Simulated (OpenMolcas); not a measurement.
# U-r2SCAN/aug-cc-pVDZ run of OH (SMILES [OH])

Aim: the vertical electron affinity of OH at U-r2SCAN/aug-cc-pVDZ, from 2 runs. 

The results are computed with OpenMolcas 26.06.

## (1) The system as given

OH: 2 atoms, total charge 0, spin state doublet. SMILES: `[OH]`. The coordinates come from a GFN2-xTB relaxation.

Bond lengths: O1–H2 0.963 Å.

## (2) A single-point energy at U-r2SCAN/aug-cc-pVDZ

Contents of job.input:

```
>>> EXPORT MOLCAS_PRINT=2

&GATEWAY
 BasLib=$CurrDir
 Coord
 2
 angstrom
 O        0.411770      -0.131830       0.212430
 H       -0.411770       0.131830      -0.212430
 Basis=aug-cc-pVDZ
 Group=NoSym

&SEWARD
 GridInput
 Grid=Coarse
 End of Grid

&SCF
 UHF
 Spin=2
 KSDFT=2
 1.0 MGGA_X_R2SCAN
 1.0 MGGA_C_R2SCAN
 PrOrbitals=0
```

The basis set aug-cc-pVDZ is read from a file made from the Basis Set Exchange's data (not shown).

Command:

```bash
$ export MOLCAS_MEM=1860
$ pymolcas job.input > job.log
```

Standard output:

```text
--- Start Module: gateway ---

                                              &GATEWAY

                       available to each process: 1.9 GB of memory, 1 thread

 Basis Set     1 Label: O.AUG-CC-PVDZ
 Basis set is read from library:.
 basistype.tbl is not found

 Basis Set     2 Label: H.AUG-CC-PVDZ
 Basis set is read from library:.
 basistype.tbl is not found

++    Symmetry information:
      ---------------------

                    Character Table for C1

                             E
                    a        1  x, y, xy, Rz, z, xz, Ry, yz, Rx, I
--

++    Basis set information:
      ----------------------

      Basis set label: O.AUG-CC-PVDZ.........

      Electronic valence basis set:
      ------------------
      Associated Effective Charge   8.000000 au
      Associated Actual Charge      8.000000 au
      Nuclear Model: Point charge

      Shell  nPrim  nBasis  Cartesian Spherical Contaminant
         s      10       4        X
         p       5       3        X
         d       2       2                 X

      Basis set label: H.AUG-CC-PVDZ.........

      Electronic valence basis set:
      ------------------
      Associated Effective Charge   1.000000 au
      Associated Actual Charge      1.000000 au
      Nuclear Model: Point charge

      Shell  nPrim  nBasis  Cartesian Spherical Contaminant
         s       5       3        X
         p       2       2        X
--

++    Molecular structure info:
      -------------------------

                    ************************************************
                    **** Cartesian Coordinates / bohr, angstrom ****
                    ************************************************

     Center  Label                x              y              z                     x              y              z
        1      O1               0.778133      -0.249123       0.401435              0.411770      -0.131830       0.212430
        2      H2              -0.778133       0.249123      -0.401435             -0.411770       0.131830      -0.212430
--

            Nuclear Potential Energy              4.39400762 au

--- Stop Module: gateway /rc=_RC_ALL_IS_WELL_ ---

--- Start Module: seward ---

                                              &SEWARD

                       available to each process: 1.9 GB of memory, 1 thread

               SEWARD will generate:
                  Multipole Moment integrals up to order  2
                  Kinetic Energy integrals
                  Nuclear Attraction integrals (point charge)
                  One-Electron Hamiltonian integrals
                  Velocity integrals
                  Orbital angular momentum around (  0.6859  -0.2196   0.3538 )
                  Velocity quadrupole around (  0.6859  -0.2196   0.3538 )
                  Two-Electron Repulsion integrals

                   Integrals are discarded if absolute value <: 1.00E-14
                   Integral cutoff threshold is set to       <: 1.00E-16

            Nuclear Potential Energy              4.39400762 au

      Basis set specifications :
      Symmetry species         a
      Basis functions           32

--- Stop Module: seward /rc=_RC_ALL_IS_WELL_ ---

--- Start Module: scf ---

                                                &SCF

                       available to each process: 1.9 GB of memory, 1 thread

++    Input section:
      --------------

      Header of the integral files:

      Cartesian coordinates in angstrom:
      -----------------------------------------------------
      No.  Label        X            Y            Z
      -----------------------------------------------------
       1   O1         0.41177000  -0.13183000   0.21243000
       2   H2        -0.41177000   0.13183000  -0.21243000
      -----------------------------------------------------
      Nuclear repulsion energy =    4.39400762
--

++    Orbital specifications:
      -----------------------

      Symmetry species               1
                                     a
      Frozen orbitals                0
      Occupied orbitals alpha        5
      Occupied orbitals beta         4
      Secondary orbitals alpha      27
      Secondary orbitals beta       28
      Deleted orbitals               0
      Total number of orbitals      32
      Number of basis functions     32
--

      Molecular charge                           0.000

      Numerical integration parameters
      --------------------------------
      Radial quadrature type:                         MHL
      Size of radial grid:                            35
      Lebedev angular grid:                           17
      Angular grid pruned with the crowding factor:  9.00E-01
                                 and fading factor:  3.00E+00
      Screening threshold for integral computation:   1.00E-11
      Radial quadrature accuracy:                     1.00E-25
      Maximum batch size:                             128
      AO values are stored on disk
      The same grid will be used for all iterations.

      DFT functional specifications
      -----------------------------
      Using Libxc version: 6.2.2
      Please cite the following reference:
      S. Lehtola, C. Steigemann, M. J.T. Oliveira, and M. A.L. Marques.,  SoftwareX 7, 1–5 (2018) doi:10.1016/j.softx.2017.11.002

++    Optimization specifications:
      ----------------------------

      SCF Algorithm: Conventional USCF
      D(i)-D(i-1) density differences are used
      Number of density matrices in core                 5
      Maximum number of NDDO SCF iterations            400
      Maximum number of HF SCF iterations              400
      Threshold for SCF energy change             1.00E-09
      Threshold for density matrix                1.00E-04
      Threshold for Fock matrix                   1.50E-04
      Threshold for linear dependence             1.00E-09
      Threshold at which DIIS is turned on        1.50E-01
      Maximum depth in the DIIS procedure                5
      Maximum depth in the BFGS Hessian update          30
      Threshold at which QNR/C2DIIS is turned on  7.50E-02
      Threshold for Norm(delta) (QNR/C2DIIS)      1.00E-03
      All orbitals punched on: UHFORB
--

      Input vectors read from INPORB
      Orbital file label: *Guess orbitals

++ Convergence information
                               UHF [...]      iterations: Energy and convergence statistics

Iter     Tot. [...]      One-elec.       Two-elec.     Energy      Max Dij or  Max Fij      DNorm      TNorm      AccCon     Time
         Energy          Energy          Energy        Change      Delta Norm                                                in Sec.
   1   -75.609664569  -121.338938321    41.335266135   0.00E+00    2.22E-01*   1.16E-01*    4.35E+00   3.97E+01   None         0.
   2   -75.691169502  -121.101367138    41.016190020  -8.15E-02*   1.16E-01*   5.45E-02*    2.56E+00   3.98E+01   EDIIS        0.
   3   -75.696770760  -122.131905300    42.041126923  -5.60E-03*   4.31E-02*   2.77E-02*    7.59E-01   4.01E+01   c2DIIS       0.
   4   -75.708235237  -121.219752217    41.117509364  -1.15E-02*   1.06E-01*   1.56E-02*    2.17E-01   3.98E+01   QNRc2DIIS    0.
   5   -75.707593464  -121.792361717    41.690760638   6.42E-04*   5.97E-02*   2.08E-02*    2.48E-01   4.00E+01   QNRc2DIIS    0.
   6   -75.709272155  -121.475692700    41.372412929  -1.68E-03*   3.47E-03*   9.31E-04*    1.38E-01   3.99E+01   QNRc2DIIS    0.
   7   -75.709276717  -121.473820366    41.370536033  -4.56E-06*   1.09E-03*   9.54E-05     8.08E-03   3.99E+01   QNRc2DIIS    0.
   8   -75.709276801  -121.472626876    41.369342459  -8.42E-08*   3.18E-04    4.16E-05     2.20E-03   3.99E+01   QNRc2DIIS    0.
   9   -75.709276814  -121.473122534    41.369838104  -1.32E-08*   1.29E-04    1.12E-05     5.29E-04   3.99E+01   QNRc2DIIS    0.
  10   -75.709276815  -121.473249098    41.369964667  -1.10E-09*   3.68E-04    1.14E-05     1.87E-04   3.99E+01   QNRc2DIIS    0.
  11   -75.709276820  -121.473291861    41.370007425  -4.13E-09*   3.20E-04    1.22E-05     4.64E-04   3.99E+01   QNRc2DIIS    0.
  12   -75.709276824  -121.473298352    41.370013912  -4.19E-09*   6.40E-03*   1.28E-05     4.02E-04   3.99E+01   QNRc2DIIS    0.
  13   -75.709276782  -121.473150239    41.369865841   4.21E-08*   1.46E-04    6.27E-07     8.05E-03   3.99E+01   QNRc2DIIS    0.
  14   -75.709276782  -121.473152391    41.369867994   1.87E-11*   1.17E-06    1.98E-07     1.84E-04   3.99E+01   QNRc2DIIS    0.
  15   -75.709276782  -121.473152532    41.369868134  -1.99E-13    1.43E-07    2.15E-08     3.18E-06   3.99E+01   QNRc2DIIS    0.

       Convergence after  15 Iterations
--

 *****************************************************************************************************************************
 *                                             SCF/KS-DFT Program, Final results                                             *
 *                                                       Final Results                                                       *
 *****************************************************************************************************************************

::    Total KS-DFT energy                             -75.7092767816
      One-electron energy                            -121.4731525316
      Two-electron energy                              41.3698681340
      Nuclear repulsion energy                          4.3940076160
      Kinetic energy (interpolated)                    75.3092304802
      Virial theorem                                    1.0053120487
      Total spin, S(S+1)                                0.7534464890
      Total spin, S                                     0.5017217623
      Max non-diagonal density matrix element           0.0000000903
      Max non-diagonal Fock matrix element              0.0000000052

      No orbitals printed
      No orbitals printed

++    Molecular charges:
      ------------------

      Mulliken charges per centre
      ---------------------------

                            O1                      H2
                     alpha        beta       alpha        beta
      Total        4.6010      3.5584      0.3990      0.4416
      Total              8.1594                  0.8406

      Charge           -0.1594                  0.1594

      Total electronic charge=    9.000000

      Total            charge=   -0.000000
--

++    Molecular orbitals:
      -------------------

      Title: Natural orbitals

      Molecular orbitals for symmetry species 1: a

          Orbital            1         2         3         4         5         6         7         8         9        10
          Energy          -19.0270   -0.2968   -0.4566   -0.9396   -0.2919    1.1614    0.4951    0.3424    2.1167    0.0650
          Occ. No.          2.0000    1.9997    1.9997    1.9988    1.0000    0.0012    0.0003    0.0003    0.0000    0.0000

        1 O1     1s         1.0033    0.0000    0.0059   -0.0186   -0.0000    0.1549    0.1195    0.0000   -0.6093    0.0300
        2 O1     1s        -0.0029    0.0000    0.1422   -0.9682   -0.0000    0.9475    0.4063    0.0000   -2.5598    0.2042
        3 O1     1s        -0.0225    0.0000    0.1457    0.0699    0.0000   -0.5085   -0.8595   -0.0000    4.3617   -0.1538
        4 O1     1s        -0.0086    0.0000    0.0758   -0.0620    0.0000   -0.1107   -0.8037   -0.0000    0.7979    1.0776
        5 O1     2px       -0.0061    0.2890    0.6819    0.0096   -0.4198   -0.2251    0.8400   -0.2740    0.0536    0.0772
        6 O1     2px        0.0038   -0.0021   -0.1109   -0.0467    0.0142   -0.1364    0.0094    0.1616   -0.7524    0.0112
        7 O1     2px        0.0019    0.0248    0.0252    0.0062   -0.0205   -0.0625   -0.0527    0.1797   -0.2943   -0.3317
[... 21 lines of this table left out ...]
       29 H2     2py        0.0003    0.0285    0.0115    0.0102    0.0030    0.0112   -0.0073    0.1889    0.0529   -0.0130
       30 H2     2py       -0.0015    0.0228   -0.0029   -0.0028    0.0011    0.0281    0.0279    0.2470    0.2653    0.0405
       31 H2     2pz       -0.0005    0.0001   -0.0186   -0.0164    0.0202   -0.0180    0.0117    0.0006   -0.0852    0.0210
       32 H2     2pz        0.0024    0.0001    0.0047    0.0045    0.0076   -0.0453   -0.0450    0.0009   -0.4276   -0.0652

          Orbital           11        12        13        14        15        16        17        18        19        20
          Energy            0.1512    0.4461    0.3248    0.6064    0.7114    0.3265    0.7171    0.7427    0.9411    0.8024
          Occ. No.          0.0000    0.0000    0.0000    0.0000    0.0000    0.0000    0.0000    0.0000    0.0000    0.0000

        1 O1     1s        -0.0000    0.0994   -0.0199   -0.0000   -0.1797   -0.0000   -0.0000    0.0804    0.1547   -0.0019
        2 O1     1s        -0.0000    0.4724   -0.2691   -0.0000   -0.5097   -0.0000   -0.0000    0.0741    0.6526   -0.0076
        3 O1     1s         0.0000   -0.9218    0.0210    0.0000    1.7306    0.0000    0.0000   -2.1809   -1.2795    0.0164
        4 O1     1s         0.0000   -3.9941    0.0420   -0.0000   -2.7720   -0.0000   -0.0000   -6.7577   -1.7272    0.0109
        5 O1     2px        0.1432    0.2866    0.0924   -0.2192   -0.4250    0.0705    0.2240   -0.0494    0.1953    0.0001
        6 O1     2px        0.0389    0.2693   -0.2042    0.2941    0.2150    0.1099   -0.4279    0.7346    0.2796   -0.0054
        7 O1     2px       -0.4869    1.2637    1.1813   -0.4075    0.9607    0.3785   -0.1076    1.5571    0.9496   -0.0032
[... 21 lines of this table left out ...]
       29 H2     2py        0.0014   -0.0484    0.0130    0.2696    0.0324    0.0047   -0.2499    0.0047   -0.1010    0.0007
       30 H2     2py       -0.0132   -0.2553    0.1333    0.7719    0.1494    0.2061    1.2894   -0.8548    0.0525    0.0012
       31 H2     2pz        0.0117    0.0780   -0.0209    0.0009   -0.0522    0.0361   -0.0008   -0.0076    0.1628   -0.0011
       32 H2     2pz       -0.0865    0.4113   -0.2147    0.0033   -0.2407    1.3962    0.0013    1.3774   -0.0847   -0.0019

          Orbital           21        22        23        24        25        26        27        28        29        30
          Energy            0.9376    2.2882    0.9899    1.1271    1.7342    1.8304    1.7631    2.4647    3.1792    3.3877
          Occ. No.          0.0000    0.0000    0.0000    0.0000    0.0000    0.0000    0.0000    0.0000    0.0000    0.0000

        1 O1     1s         0.0000   -0.7529   -0.0000   -0.0000   -0.0062    0.0000    0.0000    0.2581   -0.0005   -0.0475
        2 O1     1s         0.0000   -2.9740   -0.0000   -0.0000    0.3529    0.0001    0.0000    1.2699   -0.0021   -0.2477
        3 O1     1s        -0.0000    6.5838    0.0000    0.0000    1.3139    0.0000   -0.0001   -0.3676    0.0059   -0.1044
        4 O1     1s         0.0000    4.0605    0.0000    0.0000    3.1794   -0.0001   -0.0004    0.1558   -0.0004    0.3540
        5 O1     2px        0.1941    0.0482    0.0486    0.5441    0.6430   -0.0001    0.1414   -0.8830   -0.0003    0.1829
        6 O1     2px       -0.2015   -2.1364   -0.1263   -0.8673   -2.6940   -0.2211   -0.3732    0.0966   -0.0012    0.0090
        7 O1     2px        0.2949   -1.0141   -0.1821    0.0390   -0.4189    0.0527    0.0577   -0.1211    0.0012   -0.2307
[... 21 lines of this table left out ...]
       29 H2     2py       -0.0090    0.2718   -0.2379    0.0025    0.1360   -0.1965    1.2187    0.4185    0.0005   -0.1089
       30 H2     2py        0.1213    0.5363    1.1238   -0.1071    0.2340    0.0159    0.0878   -0.0863    0.0005   -0.0305
       31 H2     2pz       -0.0577   -0.4380   -0.0006    0.0234   -0.2190   -1.2254   -0.0136   -0.6743   -0.0007    0.1759
       32 H2     2pz        0.8094   -0.8642    0.0016   -0.7316   -0.3770    0.1191    0.0013    0.1391   -0.0012    0.0477

          Orbital           31        32
          Energy            3.2936    3.3047
          Occ. No.          0.0000    0.0000

        1 O1     1s         0.0001   -0.0000
        2 O1     1s         0.0006   -0.0001
        3 O1     1s         0.0002   -0.0001
        4 O1     1s        -0.0008   -0.0002
        5 O1     2px        0.0190    0.0051
        6 O1     2px       -0.0615   -0.0433
        7 O1     2px       -0.1027   -0.0769
[... 21 lines of this table left out ...]
       29 H2     2py        0.0241   -0.0611
       30 H2     2py       -0.0780    0.4283
       31 H2     2pz        0.1485    0.0039
       32 H2     2pz       -0.4359   -0.0129
--

++    Molecular properties:
      ---------------------

      Charge (e):
                      =   -0.0000
      Dipole Moment (debye):
      Origin of the operator (angstrom)=    0.3630   -0.1162    0.1872
                   X= -1.3959E+00               Y=  4.4691E-01               Z= -7.2014E-01           Total=  1.6331E+00
      Quadrupole Moment (debye*angstrom):
      Origin of the operator (angstrom)=    0.3630   -0.1162    0.1872
                  XX= -4.9736E+00              XY= -6.1192E-01              XZ=  3.3530E-01              YY= -6.6890E+00
                  YZ= -1.0735E-01              ZZ= -5.3213E+00
      In traceless form (debye*angstrom)
                  XX=  1.0315E+00              XY= -9.1788E-01              XZ=  5.0295E-01              YY= -1.5416E+00
                  YZ= -1.6102E-01              ZZ=  5.1004E-01
--

--- Stop Module: scf /rc=_RC_ALL_IS_WELL_ ---
--- Module scf spent 1 second ---

.##################.
.# Happy landing! #.
.##################.

    Timing: Wall=2.18 User=1.67 System=0.50
```

It took 2.4 s on 1 thread of Arm Neoverse V2, shared host; peak memory 0.36 GiB.

(Part 1 of 2 ends here.)
